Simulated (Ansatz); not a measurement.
Reaction (SMILES): O (H2O) + H+ → [OH3+]
B3LYP-D3(BJ)/def2-TZVP geometries, fixed; electronic energies without zero-point terms; positive where energy is released.

The proton affinity at MP2 with Ansatz (a first-principles code), in kcal/mol, split into its Hartree-Fock and correlation parts. Cores are frozen. No added dispersion term, no relativity. Functions are those of the species that has most.

```tsv
basis	X	functions	Hartree-Fock	MP2
cc-pVDZ	2	29	178.67	179.48
cc-pVTZ	3	72	177.03	174.07
cc-pVQZ	4	145	176.10	171.78
cc-pV5Z	5	256	175.66	170.58
```

Worked estimate of the basis-set limit from each neighbouring pair, with Hartree-Fock from the larger set and the correlation part extrapolated as X^-3.
Correlation parts: X = 2: 0.81, X = 3: -2.96, X = 4: -4.32, X = 5: -5.08.
- (2,3): (27·(-2.96) - 8·(0.81))/19 = -4.55; with Hartree-Fock 177.03 the estimate is 172.48 kcal/mol.
- (3,4): (64·(-4.32) - 27·(-2.96))/37 = -5.31; with Hartree-Fock 176.10 the estimate is 170.79 kcal/mol.
- (4,5): (125·(-5.08) - 64·(-4.32))/61 = -5.88; with Hartree-Fock 175.66 the estimate is 169.78 kcal/mol.
The last two estimates differ by 1.00 kcal/mol; the largest set lies 0.80 from the last. Over the last step Hartree-Fock moves by -0.44 and the correlation part by -0.76.
